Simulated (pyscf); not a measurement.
## Four-centre exchange: F–WH(F)(F)(F)–F + HF → F–W(F)(F)(F)(F)–F + H₂

Gas phase, singlet surface, charge 0. Bonds broken: W1–H7, F8–H9. Bonds formed: W1–F8, H7–H9. PySCF, gas phase, ωB97X-D3(BJ)/def2-SVP geometries.

Transition state (Å):

```xyz
9

W     -0.8056     0.0015     0.1526
F     -0.9137    -0.3806     1.9575
F      0.3181    -1.4740     0.2986
F     -1.8019    -1.1014    -0.9330
F     -2.4018     0.8433     0.5399
F      0.3770     1.3464     0.5584
H      0.3604    -0.0473    -1.3078
F     -1.1458     1.3518    -1.4516
H     -0.2093     0.6870    -1.6593
```

One imaginary mode, 943i cm⁻¹; descent along it reached the two sides named, in the forms told below.

| bond | change | reactant side (Å) | saddle | product side |
|---|---|---|---|---|
| W1–H7 | breaks | 1.687 | 1.869 | 3.7 |
| F8–H9 | breaks | 0.930 | 1.167 | 2.7 |
| W1–F8 | forms | 2.554 | 2.124 | 1.838 |
| H7–H9 | forms | 2.280 | 0.994 | 0.760 |

Electronic energies relative to the separated reactants (eV):

```json
[
 {"level": "ωB97X-D3(BJ)/def2-TZVP", "barrier": "0.39", "reaction energy": "-1.64", "reverse barrier": "2.03"},
 {"level": "PBE/def2-TZVP", "barrier": "0.12", "reaction energy": "-1.67", "reverse barrier": "1.79"},
 {"level": "r²SCAN/def2-TZVP", "barrier": "0.05", "reaction energy": "-1.80", "reverse barrier": "1.85"},
 {"level": "B3LYP-D3(BJ)/def2-TZVP", "barrier": "0.36", "reaction energy": "-1.64", "reverse barrier": "2.00"},
 {"level": "PBE0-D3(BJ)/def2-TZVP", "barrier": "0.29", "reaction energy": "-1.54", "reverse barrier": "1.82"},
 {"level": "M06-2X/def2-TZVP", "barrier": "0.47", "reaction energy": "-1.51", "reverse barrier": "1.98"},
 {"level": "ωB97M-D3(BJ)/def2-TZVP", "barrier": "0.42", "reaction energy": "-1.56", "reverse barrier": "1.98"},
 {"level": "HF/def2-TZVP", "barrier": "1.22", "reaction energy": "-1.45", "reverse barrier": "2.66"}
]
```

With ωB97M-D3(BJ)/def2-TZVP energies and thermal terms (ideal gas, 1 atm, RRHO with modes under 100 cm⁻¹ raised to 100, one conformer, R ln 2 for rigid chiral ones), in eV:

```csv
T (K),ΔH‡,ΔG‡,ΔH,ΔG
298,0.36,0.84,-1.69,-1.55
600,0.35,1.32,-1.65,-1.42
900,0.36,1.81,-1.63,-1.31
1200,0.38,2.28,-1.61,-1.21
```

On the reactant side the descent ends in a complex, 0.18 eV under the separated species and 0.57 eV under the saddle at ωB97X-D3(BJ)/def2-TZVP. This is the saddle that the search found; another between the same sides may lie lower. Elements past Kr carry the def2 core potentials, without spin-orbit coupling.
